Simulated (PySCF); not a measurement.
Homolysis of single bonds, series SiH2(OH)-X. Gas-phase values, no solvent. One relaxed conformer stands for each flexible species; it need not be the lowest. Strings in code marks are SMILES.

A: radical fragment (`CS[SiH2]`)
B: radical fragment (`O=[C]O` (O–C–O–H torsion 0°))
C: radical fragment (`C[C]=O`)
D: radical fragment (`[OH]`)
E: radical fragment (`C(=O)([SiH2])C`)

Problem. Put the candidates in order of highest occupied spin orbital, lowest first, for PBE-D3(BJ)/def2-TZVP // PBE0-D4/def2-TZVP run with PySCF.

Solution. D (-7.16 eV), B (-5.55 eV), E (-5.19 eV), A (-4.68 eV), C (-4.22 eV)
